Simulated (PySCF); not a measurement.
nitrogen (N2), SMILES N#N. Geometry: B3LYP-D3(BJ)/def2-TZVPD.

TDDFT-ωB97X/def2-TZVPD (PySCF) puts the lowest singlet excitations at 9.45, 9.56, 9.56, 9.96, 9.96, 13.33 eV and the lowest triplet (TDA) at 7.80 eV.

What are the lowest singlet roots from EOM-CCSD/aug-cc-pVDZ in PySCF? (An estimate is asked for; the answer gives what the named calculation found.)

9.63, 9.63, 10.39, 10.80, 10.80, 13.27 eV; triplets 7.90, 8.25, 8.25 eV. S1 differs by 0.18 eV (second minus first; roots are paired by order, and the bases may differ).
